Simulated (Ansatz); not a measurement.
Ansatz (a quantum-chemistry and plane-wave program) input (B3LYP/def2-SVP):

Ansatz 0.2 input:
```yaml
crystal:
  periodic: [false, false, false]
  atoms:
    - {symbol: O, position_ang: [0.16648706, -0.70931098, 0.16521394]}
    - {symbol: C, position_ang: [-0.01381313, 0.67922663, -0.11817932]}
    - {symbol: C, position_ang: [1.43955763, -1.15721352, 0.09942835]}
    - {symbol: C, position_ang: [-1.49052210, 0.99460167, -0.05875851]}
    - {symbol: H, position_ang: [0.54771103, 1.26663251, 0.61598981]}
    - {symbol: H, position_ang: [0.39719059, 0.89500950, -1.11146464]}
    - {symbol: H, position_ang: [2.15719458, -0.59958150, -0.49164286]}
    - {symbol: H, position_ang: [1.54213033, -2.21892541, 0.26244535]}
    - {symbol: H, position_ang: [-2.04086846, 0.40609664, -0.79376212]}
    - {symbol: H, position_ang: [-1.89139743, 0.77281797, 0.93086873]}
    - {symbol: H, position_ang: [-1.65519161, 2.05274955, -0.26908893]}
basis:
  gaussian:
    orbitals: def2-SVP
hamiltonian:
  xc: {name: B3LYP}
magnetization: {spin_polarized: true, initial_magnetization: 1}
output: {forces: true}
```

From the last part of the output:

```
WARN ansatz: RAYON_NUM_THREADS=1 ignored (pool sized by the plan → 1); use --threads N
Functional definition: B3LYP
integrals: 0.04 GiB planned
932 factors; integrals over basis functions are off by at most 1.3e-3 eV
mean field: 0.43 GiB planned
mean field evaluation 1: about -5260.4742 eV, gradient 3.4e1 eV
mean field evaluation 2: about -5259.3571 eV, gradient 3.7e1 eV
mean field evaluation 4: about -5266.2365 eV, gradient 2.1e0 eV
mean field evaluation 8: about -5266.4827 eV, gradient 1.9e-1 eV
mean field evaluation 16: about -5266.4830 eV, gradient 9.6e-5 eV
mean field -5266.48295312 eV, -193.5396787769 hartree, gradient 3.2e-5 eV, S^2 0.753071; 0 other end points of the search recorded, 0 dependent functions left out
the calculation of the forces begins
reference -5266.48317042 eV, -193.5396867623 hartree; 17, 16 occupied and 74, 75 virtual orbitals, 932 factors
Total energy: -5266.48317042 eV, -193.5396867623 hartree
Atom 0 at     0.166487    -0.709311     0.165214 Å, force     0.038711     0.187038    -0.066865 eV/Å
Atom 1 at    -0.013813     0.679227    -0.118179 Å, force    -0.236552    -0.561155     0.151993 eV/Å
Atom 2 at     1.439558    -1.157214     0.099428 Å, force    -0.344875     0.173776     0.216989 eV/Å
Atom 3 at    -1.490522     0.994602    -0.058759 Å, force     0.254511     0.023342    -0.025580 eV/Å
Atom 4 at     0.547711     1.266633     0.615990 Å, force     0.188215     0.233918     0.211018 eV/Å
Atom 5 at     0.397191     0.895010    -1.111465 Å, force     0.139152     0.119187    -0.316887 eV/Å
Atom 6 at     2.157195    -0.599581    -0.491643 Å, force     0.295087     0.199185    -0.246605 eV/Å
Atom 7 at     1.542130    -2.218925     0.262445 Å, force     0.057815    -0.433498     0.053889 eV/Å
Atom 8 at    -2.040868     0.406097    -0.793762 Å, force    -0.181336    -0.194482    -0.227697 eV/Å
Atom 9 at    -1.891397     0.772818     0.930869 Å, force    -0.134760    -0.078521     0.313350 eV/Å
Atom 10 at    -1.655192     2.052750    -0.269089 Å, force    -0.075967     0.331211    -0.063605 eV/Å
Dipole moment:     0.002506     0.250884    -0.130576 e Å
```
